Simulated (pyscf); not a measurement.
Thermochemistry of product channels of disilane (H₃Si–SiH₃) + H atom (H•) on the doublet surface, in eV, from ωB97M-D3(BJ)/def2-TZVP energies (ideal gas, 1 atm, RRHO with modes under 100 cm⁻¹ raised to 100, one conformer, R ln 2 for chiral ones without a mode under 150 cm⁻¹). Structures and frequencies: ωB97X-D3(BJ)/def2-SVP in PySCF.

```csv
products,ΔE,ΔH(298 K),ΔG(900 K),ΔG(1200 K)
silylene (SiH₂) [singlet] + silyl (SiH₃•) + hydrogen (H₂),[?],+1.77,+0.24,-0.23
•H₂Si–SiH₃ + hydrogen (H₂),[?],-0.59,-0.91,-1.00
```

**Question.** Fill in the missing entries.

**Answer.** 
- silylene (SiH₂) [singlet] + silyl (SiH₃•) + hydrogen (H₂), ΔE: +1.86
- •H₂Si–SiH₃ + hydrogen (H₂), ΔE: -0.63

The channel to SiH₂ [singlet] + SiH₃• + H₂ turns favourable between 298 and 1200 K (ΔG from +1.26 eV to -0.23 eV).

These are energies of the channels, which say nothing of barriers.
